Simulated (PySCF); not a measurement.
Gas-phase reaction: 2 PO₂ + 2 O + PH₃ = 3 HPO₂

Computed with PySCF and rigid-rotor harmonic-oscillator thermochemistry at 1 bar. † marks an energy on the PBE0/def2-TZVP geometry and frequencies; other levels use their own. MP2 and CCSD(T) freeze the core. 6-31G* has spherical d functions here. Open shells (unrestricted): PO₂ (multiplicity 2), O (multiplicity 3, electronic degeneracy 9); the rest are closed-shell singlets. Spin-orbit splitting is ignored; it lowers the true energy and changes the entropy of O. B3LYP is the form with VWN-RPA correlation. HPO₂: computed as isolated molecules; such fragments, hydroxides, amides, oligomers or adducts are transient or little studied in the gas. MP2 isn't extrapolated to the basis-set limit; its ΔH°(298 K) is -1219.6 kJ in def2-SVP and -1329.5 kJ in def2-TZVPP. CCSD(T) isn't extrapolated to the basis-set limit; its ΔH°(298 K) is -1154.0 kJ in def2-SVP and -1253.7 kJ in def2-TZVPP. The harmonic model lacks anharmonicity and excited electronic states, which grow with temperature; levels with a mode under 35 cm⁻¹ are left out. Internal rotation in HPO₂ is treated as a harmonic vibration of one conformer, which makes the entropy rough.

```tsv
level	ΔE electronic, kJ	ΔH°(298 K), kJ	ΔS°(298 K), J/K	ΔG°(1600 K), kJ
B3LYP/def2-TZVP†	-1281	-1247	-258	-830
CCSD(T)/def2-SVP†	-1188	-1154	-258	-737
HF/6-31G*	-802	-766	-259	-344
M06-2X/def2-TZVP†	-1357	-1323	-258	-906
MP2/def2-SVP†	-1253	-1220	-258	-802
PBE/def2-SVP	-1312	-1280	-257	-865
PBE/def2-TZVP†	-1328	-1295	-258	-877
PBE0/def2-QZVP†	-1297	-1263	-258	-845
r2SCAN/def2-TZVP†	-1266	-1232	-258	-815
ωB97X-V/def2-TZVP†	-1318	-1284	-258	-866
```
ΔH° is lowest at M06-2X/def2-TZVP† and highest at HF/6-31G*. No reference value is set beside these.
